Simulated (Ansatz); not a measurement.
## Ladder of methods for the bulk modulus of chalcopyrite CdGeAs₂

Reference value: 69.9 GPa (measured, temperature not stated, no zero-point or thermal correction; as tabulated in Toher et al. (2017), arXiv:1611.05714).

What do LDA, BLYP, PBE, revPBE, rVV10, r²SCAN-D4, r²SCAN+rVV10 give, and how far is each from the reference?


| level (code) | value (GPa) | cell (Å³/atom) | difference (%) |
|---|---|---|---|
| LDA (Ansatz) | 65.7 | 24.21 | -6.0 |
| BLYP (Ansatz) | 42.9 | 28.02 | -39 |
| PBE (Ansatz) | 52.5 | 26.26 | -25 |
| revPBE (Ansatz) | 48.5 | 26.90 | -31 |
| rVV10 (Ansatz) | 51.5 | 26.72 | -26 |
| r²SCAN-D4 (Ansatz) | 63.3 | 24.97 | -9.4 |
| r²SCAN+rVV10 (Ansatz) | 63.9 | 24.92 | -8.6 |

The reference's temperature isn't stated, so close values are not ranked against it. Off by more than 20 %, or 28 % on the side where a correction would as a rule narrow the miss (bounds picked here): BLYP (-39 %), revPBE (-31 %), rVV10 (-26 %), PBE (-25 %).

The reference isn't brought to a static lattice, while the calculations are for one, so the differences are not the levels' errors alone. A static lattice is as a rule stiffer than a warm one, by over a tenth in soft solids.  LDA, BLYP, PBE, revPBE, rVV10: the gap of the solid is closed in this run. BLYP: the cell is over a tenth larger than the published one (another phase or state, or a fault of the published cell, is possible). Each level is taken at its own relaxed cell. Cutoffs differ between the levels. Ansatz's density-functional and Hartree–Fock values are scalar-relativistic unless marked +SOC, with PAW data made under PBE.

Differences are worked out from the printed values.

Ansatz is a first-principles code.
